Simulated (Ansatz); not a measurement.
# TO(Γ) frequency of some cubic solids

Method: LC-ωPBE in Ansatz (PAW). References are measured values at room or unstated temperature, uncorrected unless marked, so that the deviations hold thermal and zero-point effects besides the level's error. The table is a random draw of 8 from 13 solids with such references.

Values in cm⁻¹.

| solid | reference | LC-ωPBE | deviation (%) |
|---|---|---|---|
| zinc-blende InAs | 217 | 235 | +8.3 |
| rock-salt MgS | 240 | 246 | +2.5 |
| zinc-blende GaAs | 271 | 294 | +8.5 |
| zinc-blende InP | 307 | 327 | +6.5 |
| rock-salt NaF | 251 (239–262) | 236 | -6.0 |
| rock-salt BaO | 146 | 131 | -10.3 |
| zinc-blende GaP | 366 | 394 | +7.7 |
| rock-salt CaO | 311 | 292 | -6.1 |

Over these 8 solids the mean deviation is +1.4 %, the mean absolute deviation 7.0 % (median 7.1 %), and the worst case rock-salt BaO at -10.3 %; the value is too high in 5 of 8 cases. Over all 13, from unrounded values, the mean deviation is +2.3 % and the mean absolute deviation 6.4 % (median 6.1 %).

Spin–orbit coupling is left out, also for the solids with elements from indium on (zinc-blende InAs, zinc-blende InP, rock-salt BaO); its size isn't shown.

Brackets give the range of the sources taken for a reference, where it is wide; it can hold other temperatures.

Differences are worked out from the printed values.

Each level is taken at its own relaxed cell. Ansatz's density-functional and Hartree–Fock values are scalar-relativistic unless marked +SOC, with PAW data made under PBE.

Not in this set, of the solids of all kinds but layered and molecular ones with a reference value in our tables and a result at some level: 27 for no value at LC-ωPBE (not run, a failed fit, an unstable or unbound cell, or a value held back for tests); 7 for a reference of another kind, counted apart; 2 for a run that failed a test (LC-ωPBE); 1 for sources at odds. These can be a level's best or worst cases. At least 7 more with a reference value are held back for tests. Solids without a released value at any level aren't counted. The metals Ce to Yb are counted apart.

References as tabulated in Han and Bester (2011), arXiv:1107.0196; Roshan et al. (2021), arXiv:2110.13857; arXiv:1704.04770; Chmeruk and Núñez-Valdez (2023), arXiv:2212.11645 and others.

Ansatz is a quantum-chemistry and plane-wave program.
